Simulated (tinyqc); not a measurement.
Inside a calculation. Method: ROHF in the sto-3g basis, for OH+, spin multiplicity 3. One step of it, computed by the program tinyqc.

Task: Iteration 1: building the Fock matrix. J_ij = sum D_kl (ij|kl) with D = D(alpha) + D(beta), K_ij = sum D_kl (ik|jl) for each spin; F = H + J - K(s); E = tr D H + tr D J / 2 - 0.5 sum_s tr D(s) K(s) + E_nn.

D(alpha) at the start, order 1O 1s, 1O 2s, 1O 2px, 1O 2py, 1O 2pz, 2H 1s:
```
[[1.060410, -0.256550, 0.000000, 0.000000, -0.005935, 0.018778],
 [-0.256550, 1.089187, 0.000000, 0.000000, 0.031907, -0.077862],
 [0.000000, 0.000000, 1.000000, 0.000000, 0.000000, 0.000000],
 [0.000000, 0.000000, 0.000000, 1.000000, 0.000000, 0.000000],
 [-0.005935, 0.031907, 0.000000, 0.000000, 1.033130, -0.096996],
 [0.018778, -0.077862, 0.000000, 0.000000, -0.096996, 0.014257]]
```

D(beta) at the start, order 1O 1s, 1O 2s, 1O 2px, 1O 2py, 1O 2pz, 2H 1s:
```
[[1.060410, -0.256550, 0.000000, 0.000000, -0.005935, 0.018778],
 [-0.256550, 1.089187, 0.000000, 0.000000, 0.031907, -0.077862],
 [0.000000, 0.000000, 0.000000, 0.000000, 0.000000, 0.000000],
 [0.000000, 0.000000, 0.000000, 0.000000, 0.000000, 0.000000],
 [-0.005935, 0.031907, 0.000000, 0.000000, 1.033130, -0.096996],
 [0.018778, -0.077862, 0.000000, 0.000000, -0.096996, 0.014257]]
```

core Hamiltonian H = T + V (hartree), order 1O 1s, 1O 2s, 1O 2px, 1O 2py, 1O 2pz, 2H 1s:
```
[[-31.982229, -7.437955, 0.000000, 0.000000, -0.006840, -0.554264],
 [-7.437955, -8.610625, 0.000000, 0.000000, -0.086039, -1.453509],
 [0.000000, 0.000000, -6.803023, 0.000000, 0.000000, 0.000000],
 [0.000000, 0.000000, 0.000000, -6.803023, 0.000000, 0.000000],
 [-0.006840, -0.086039, 0.000000, 0.000000, -6.846380, -1.179057],
 [-0.554264, -1.453509, 0.000000, 0.000000, -1.179057, -3.387160]]
```

Two-electron integrals (ij|kl) in chemists' order, unique and non-zero (hartree):
```
(11|11) 4.785065   (21|11) 0.741380   (21|21) 0.136873   (22|11) 1.118947
(22|21) 0.256633   (22|22) 0.817206   (31|31) 0.024477   (32|31) 0.037809
(32|32) 0.180518   (33|11) 1.115814   (33|21) 0.256684   (33|22) 0.817023
(33|33) 0.880159   (41|41) 0.024477   (42|41) 0.037809   (42|42) 0.180518
(43|43) 0.047444   (44|11) 1.115814   (44|21) 0.256684   (44|22) 0.817023
(44|33) 0.785270   (44|44) 0.880159   (51|51) 0.024477   (52|51) 0.037809
(52|52) 0.180518   (53|53) 0.047444   (54|54) 0.047444   (55|11) 1.115814
(55|21) 0.256684   (55|22) 0.817023   (55|33) 0.785270   (55|44) 0.785270
(55|55) 0.880159   (61|11) 0.055319   (61|21) 0.010138   (61|22) 0.018930
(61|33) 0.018898   (61|44) 0.018898   (61|51) 0.000429   (61|52) 0.000817
(61|55) 0.018995   (61|61) 0.000759   (62|11) 0.163644   (62|21) 0.038132
(62|22) 0.138396   (62|33) 0.135937   (62|44) 0.135937   (62|51) 0.002798
(62|52) 0.023472   (62|55) 0.143175   (62|61) 0.002881   (62|62) 0.031760
(63|31) 0.003612   (63|32) 0.022376   (63|53) 0.004607   (63|63) 0.004078
(64|41) 0.003612   (64|42) 0.022376   (64|54) 0.004607   (64|64) 0.004078
(65|11) 0.131380   (65|21) 0.030967   (65|22) 0.120191   (65|33) 0.115130
(65|44) 0.115130   (65|51) 0.005521   (65|52) 0.040882   (65|55) 0.130173
(65|61) 0.002416   (65|62) 0.033647   (65|65) 0.039377   (66|11) 0.364996
(66|21) 0.086349   (66|22) 0.361236   (66|33) 0.349651   (66|44) 0.349651
(66|51) 0.006560   (66|52) 0.078632   (66|55) 0.384106   (66|61) 0.006537
(66|62) 0.115449   (66|65) 0.140600   (66|66) 0.774606
```

nuclear repulsion = 2.93579590 hartree

Give: Coulomb J; exchange K(alpha); exchange K(beta); F(alpha); F(beta); total energy of this density.

Result:

Coulomb J (hartree), order 1O 1s, 1O 2s, 1O 2px, 1O 2py, 1O 2pz, 2H 1s:
```
[[16.2748, 3.0140, 0.0000, 0.0000, 0.0015, 0.2237],
 [3.0140, 7.1341, 0.0000, 0.0000, 0.0013, 1.1606],
 [0.0000, 0.0000, 7.0952, 0.0000, 0.0000, 0.0000],
 [0.0000, 0.0000, 0.0000, 7.0952, 0.0000, 0.0000],
 [0.0015, 0.0013, 0.0000, 0.0000, 7.1893, 0.9914],
 [0.2237, 1.1606, 0.0000, 0.0000, 0.9914, 2.9073]]
```

exchange K(alpha) (hartree), order 1O 1s, 1O 2s, 1O 2px, 1O 2py, 1O 2pz, 2H 1s:
```
[[4.9175, 0.8567, 0.0000, 0.0000, 0.0003, 0.0680],
 [0.8567, 1.4269, 0.0000, 0.0000, 0.0022, 0.2001],
 [0.0000, 0.0000, 1.1756, 0.0000, 0.0000, 0.0000],
 [0.0000, 0.0000, 0.0000, 1.1756, 0.0000, 0.0000],
 [0.0003, 0.0022, 0.0000, 0.0000, 1.1765, 0.1269],
 [0.0680, 0.2001, 0.0000, 0.0000, 0.1269, 0.0509]]
```

exchange K(beta) (hartree), order 1O 1s, 1O 2s, 1O 2px, 1O 2py, 1O 2pz, 2H 1s:
```
[[4.8685, 0.7811, 0.0000, 0.0000, 0.0003, 0.0608],
 [0.7811, 1.0658, 0.0000, 0.0000, 0.0022, 0.1553],
 [0.0000, 0.0000, 0.2480, 0.0000, 0.0000, 0.0000],
 [0.0000, 0.0000, 0.0000, 0.2480, 0.0000, 0.0000],
 [0.0003, 0.0022, 0.0000, 0.0000, 1.0816, 0.1177],
 [0.0608, 0.1553, 0.0000, 0.0000, 0.1177, 0.0428]]
```

F(alpha) (hartree), order 1O 1s, 1O 2s, 1O 2px, 1O 2py, 1O 2pz, 2H 1s:
```
[[-20.6250, -5.2807, 0.0000, 0.0000, -0.0057, -0.3985],
 [-5.2807, -2.9034, 0.0000, 0.0000, -0.0869, -0.4930],
 [0.0000, 0.0000, -0.8834, 0.0000, 0.0000, 0.0000],
 [0.0000, 0.0000, 0.0000, -0.8834, 0.0000, 0.0000],
 [-0.0057, -0.0869, 0.0000, 0.0000, -0.8336, -0.3145],
 [-0.3985, -0.4930, 0.0000, 0.0000, -0.3145, -0.5308]]
```

F(beta) (hartree), order 1O 1s, 1O 2s, 1O 2px, 1O 2py, 1O 2pz, 2H 1s:
```
[[-20.5760, -5.2050, 0.0000, 0.0000, -0.0057, -0.3913],
 [-5.2050, -2.5423, 0.0000, 0.0000, -0.0869, -0.4482],
 [0.0000, 0.0000, 0.0442, 0.0000, 0.0000, 0.0000],
 [0.0000, 0.0000, 0.0000, 0.0442, 0.0000, 0.0000],
 [-0.0057, -0.0869, 0.0000, 0.0000, -0.7388, -0.3053],
 [-0.3913, -0.4482, 0.0000, 0.0000, -0.3053, -0.5226]]
```

total energy of this density = -73.746960 hartree
